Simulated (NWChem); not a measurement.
Everything below was run with NWChem. System: chloromethane (CH$_{3}$Cl), charge 0, spin multiplicity 1, at a geometry optimised with PBE/def2-SVP. Level: RHF/def2-TZVP.

Part of the output:

```
             Northwest Computational Chemistry Package (NWChem) 7.3.0
             --------------------------------------------------------

                                NWChem Input Module
                                -------------------

 Scaling coordinates for geometry "geometry" by  1.889725989
 (inverse scale =  0.529177249)

 Turning off AUTOSYM since
 SYMMETRY directive was detected!

                             Geometry "geometry" -> ""
                             -------------------------

 Output coordinates in angstroms (scale by  1.889725989 to convert to a.u.)

  No.       Tag          Charge          X              Y              Z
 ---- ---------------- ---------- -------------- -------------- --------------
    1 C                    6.0000    -0.05681800    -1.12787200     0.00000000
    2 Cl                  17.0000     0.03329700     0.66097100     0.00000000
    3 H                    1.0000    -0.59668600    -1.46348300     0.90464700
    4 H                    1.0000    -0.59668600    -1.46348300    -0.90464700
    5 H                    1.0000     0.96822800    -1.54231100     0.00000000

 Effective nuclear repulsion energy (a.u.)      50.9037397874

            Nuclear Dipole moment (a.u.)
            ----------------------------
        X                 Y               Z
 ---------------- ---------------- ----------------
    -0.0000056692    -0.0000037795     0.0000000000

      Symmetry information
      --------------------

 Group name             Cs
 Group number              2
 Group order               2
 No. of unique centers     4

      Symmetry unique atoms

     1    2    3    5


 Summary of "ao basis" -> "" (spherical)
 ------------------------------------------------------------------------------
       Tag                 Description            Shells   Functions and Types
 ---------------- ------------------------------  ------  ---------------------
 *                         def2-tzvp                  on all atoms

 Summary of "ao basis" -> "ao basis" (spherical)
 ------------------------------------------------------------------------------
       Tag                 Description            Shells   Functions and Types
 ---------------- ------------------------------  ------  ---------------------
 C                         def2-tzvp                11       31   5s3p2d1f
 Cl                        def2-tzvp                13       37   5s5p2d1f
 H                         def2-tzvp                 4        6   3s1p

                                 NWChem SCF Module
                                 -----------------

  ao basis        = "ao basis"
  functions       =    86
  atoms           =     5
  closed shells   =    13
  open shells     =     0
  charge          =   0.00
  wavefunction    = RHF
  use symmetry    = T
  symmetry adapt  = T

 Summary of "ao basis" -> "ao basis" (spherical)
 ------------------------------------------------------------------------------
       Tag                 Description            Shells   Functions and Types
 ---------------- ------------------------------  ------  ---------------------
 C                         def2-tzvp                11       31   5s3p2d1f
 Cl                        def2-tzvp                13       37   5s5p2d1f
 H                         def2-tzvp                 4        6   3s1p

      Symmetry analysis of basis
      --------------------------

        a'         57
        a"         29

 Forming initial guess at       0.1s

      Superposition of Atomic Density Guess
      -------------------------------------

 Sum of atomic energies:        -498.64844441

      Non-variational initial energy
      ------------------------------

 Total energy =    -499.321341
 1-e energy   =    -787.702839
 2-e energy   =     237.477758
 HOMO         =      -0.383766
 LUMO         =       0.046061

      Symmetry analysis of molecular orbitals - initial
      -------------------------------------------------

  Numbering of irreducible representations:

     1 a'          2 a"

  Orbital symmetries:

     1 a'          2 a'          3 a'          4 a'          5 a'
     6 a"          7 a'          8 a'          9 a'         10 a"
    11 a'         12 a'         13 a"         14 a'         15 a'
    16 a"         17 a'         18 a'         19 a'         20 a"
    21 a'         22 a"         23 a'

 Starting SCF solution at       1.2s

 ----------------------------------------------
         Quadratically convergent ROHF

 Convergence threshold     :          1.000E-07
 Maximum no. of iterations :          100
 Final Fock-matrix accuracy:          1.000E-09
 ----------------------------------------------

              iter       energy          gnorm     gmax       time
             ----- ------------------- --------- --------- --------
                 1     -499.1153998556  5.13D-01  1.59D-01      1.3
                 2     -499.1351862921  1.95D-01  7.71D-02      1.4
                 3     -499.1382869774  1.16D-02  4.05D-03      1.6
                 4     -499.1383079681  8.38D-05  1.96D-05      1.8
                 5     -499.1383079689  2.93D-09  6.65D-10      2.1

       Final RHF  results
       ------------------

         Total SCF energy =   -499.138307968917
      One-electron energy =   -789.327302989061
      Two-electron energy =    239.285255232784
 Nuclear repulsion energy =     50.903739787361

        Time for solution =      0.9s

       Symmetry analysis of molecular orbitals - final
       -----------------------------------------------

  Numbering of irreducible representations:

     1 a'          2 a"

  Orbital symmetries:

     1 a'          2 a'          3 a'          4 a'          5 a"
     6 a'          7 a'          8 a'          9 a'         10 a"
    11 a'         12 a"         13 a'         14 a'         15 a'
    16 a'         17 a"         18 a'         19 a'         20 a"
    21 a'         22 a"         23 a'

             Final eigenvalues
             -----------------

              1
    1 -104.8217
    2  -11.2962
    3  -10.5494
    4   -8.0163
    5   -8.0148
    6   -8.0148
    7   -1.1229
    8   -0.9094
    9   -0.6098
   10   -0.6098
   11   -0.5444
   12   -0.4344
   13   -0.4344
   14    0.1405
   15    0.1859
   16    0.2102
   17    0.2102
   18    0.3092
   19    0.3243
   20    0.3243
   21    0.4052
   22    0.5124
   23    0.5124

                       ROHF Final Molecular Orbital Analysis
                       -------------------------------------

 Vector   11  Occ=2.000000D+00  E=-5.444359D-01  Symmetry=a'
              MO Center=  1.2D-03,  2.3D-02,  1.6D-15, r^2= 1.9D+00
   Bfn.  Coefficient  Atom+Function         Bfn.  Coefficient  Atom+Function
  ----- ------------  ---------------      ----- ------------  ---------------
    47      0.414575  2 Cl py                 7     -0.236422  1 C  py
    10     -0.234038  1 C  py                50      0.224248  2 Cl py
    44      0.193313  2 Cl py                38     -0.157014  2 Cl py

 Vector   12  Occ=2.000000D+00  E=-4.343991D-01  Symmetry=a"
              MO Center= -1.7D-02,  4.0D-01,  5.6D-12, r^2= 1.7D+00
   Bfn.  Coefficient  Atom+Function         Bfn.  Coefficient  Atom+Function
  ----- ------------  ---------------      ----- ------------  ---------------
    48      0.517986  2 Cl pz                51      0.368530  2 Cl pz
    45      0.245223  2 Cl pz                39     -0.190269  2 Cl pz

 Vector   13  Occ=2.000000D+00  E=-4.343991D-01  Symmetry=a'
              MO Center=  5.8D-02,  4.0D-01, -2.0D-10, r^2= 1.7D+00
   Bfn.  Coefficient  Atom+Function         Bfn.  Coefficient  Atom+Function
  ----- ------------  ---------------      ----- ------------  ---------------
    46      0.517330  2 Cl px                49      0.368063  2 Cl px
    43      0.244912  2 Cl px                37     -0.190028  2 Cl px

 Vector   14  Occ=0.000000D+00  E= 1.404706D-01  Symmetry=a'
              MO Center= -7.6D-02, -1.5D+00,  1.9D-14, r^2= 5.6D+00
   Bfn.  Coefficient  Atom+Function         Bfn.  Coefficient  Atom+Function
  ----- ------------  ---------------      ----- ------------  ---------------
     5      4.015535  1 C  s                 71     -1.772208  3 H  s
    77     -1.772208  4 H  s                 83     -1.772202  5 H  s
    36     -0.587947  2 Cl s                 50      0.415401  2 Cl py
     3      0.240114  1 C  s                 13     -0.240872  1 C  py
    70      0.233089  3 H  s                 76      0.233089  4 H  s

 Vector   15  Occ=0.000000D+00  E= 1.859249D-01  Symmetry=a'
              MO Center= -2.4D-02, -4.7D-01,  8.4D-17, r^2= 4.8D+00
   Bfn.  Coefficient  Atom+Function         Bfn.  Coefficient  Atom+Function
  ----- ------------  ---------------      ----- ------------  ---------------
    13      1.611875  1 C  py                36     -1.261311  2 Cl s
     5     -1.221021  1 C  s                 50      0.971094  2 Cl py
    71      0.910701  3 H  s                 77      0.910701  4 H  s
    83      0.910733  5 H  s                  4      0.487044  1 C  s
    10      0.245866  1 C  py                 7      0.195724  1 C  py

 Vector   16  Occ=0.000000D+00  E= 2.101747D-01  Symmetry=a'
              MO Center=  7.2D-01, -1.6D+00, -7.9D-09, r^2= 4.8D+00
   Bfn.  Coefficient  Atom+Function         Bfn.  Coefficient  Atom+Function
  ----- ------------  ---------------      ----- ------------  ---------------
    83      3.016181  5 H  s                 12     -1.835023  1 C  px
    71     -1.508103  3 H  s                 77     -1.508103  4 H  s
    82     -0.400727  5 H  s                 49      0.268868  2 Cl px
     6     -0.200142  1 C  px                70      0.200364  3 H  s
    76      0.200364  4 H  s

 center of mass
 --------------
 x =   0.00966312 y =   0.19182464 z =   0.00000000

 moments of inertia (a.u.)
 ------------------
         137.097804434010          -6.312964975418           0.000000000000
          -6.312964975418          12.099563690257           0.000000000000
           0.000000000000           0.000000000000         137.415854637899

  Mulliken analysis of the total density
  --------------------------------------

    Atom       Charge   Shell Charges
 -----------   ------   -------------------------------------------------------
    1 C    6     6.22   0.85  1.12  0.48  0.72  0.03  1.18  1.42  0.30  0.02  0.08  0.01
    2 Cl  17    17.18   2.01  0.45  1.52  1.09  0.85  4.18  1.69  1.08  2.80  1.46  0.01  0.04  0.00
    3 H    1     0.87   0.26  0.48  0.10  0.02
    4 H    1     0.87   0.26  0.48  0.10  0.02
    5 H    1     0.87   0.26  0.48  0.10  0.02

       Multipole analysis of the density wrt the origin
       ------------------------------------------------

     L   x y z        total         open         nuclear
     -   - - -        -----         ----         -------
     0   0 0 0     -0.000000      0.000000     26.000000

     1   1 0 0     -0.041925      0.000000     -0.000006
     1   0 1 0     -0.832238      0.000000     -0.000004
     1   0 0 1      0.000000      0.000000      0.000000

     2   2 0 0    -14.848229      0.000000      6.027068
     2   1 1 0      0.069829      0.000000      3.613251
     2   1 0 1     -0.000000      0.000000      0.000000
     2   0 2 0    -13.465740      0.000000     77.570177
     2   0 1 1     -0.000000      0.000000      0.000000
     2   0 0 2    -14.851756      0.000000      5.845019

 Task  times  cpu:        2.1s     wall:        2.1s

 Total times  cpu:        2.1s     wall:        2.1s
```

Q: Write an NWChem input that would produce this output.

A: One answer among several that fit: 
```
start mol
memory heap 200 mb stack 900 mb global 1100 mb
geometry units angstroms nocenter noautoz
  C     -0.056818    -1.127872     0.000000
  Cl     0.033297     0.660971     0.000000
  H     -0.596686    -1.463483     0.904647
  H     -0.596686    -1.463483    -0.904647
  H      0.968228    -1.542311     0.000000
  symmetry group Cs
end
basis spherical
  * library def2-tzvp
end
scf
  rhf
  nopen 0
  maxiter 100
  thresh 1e-7
  semidirect memsize 60000000 filesize 0
end
task scf energy
```
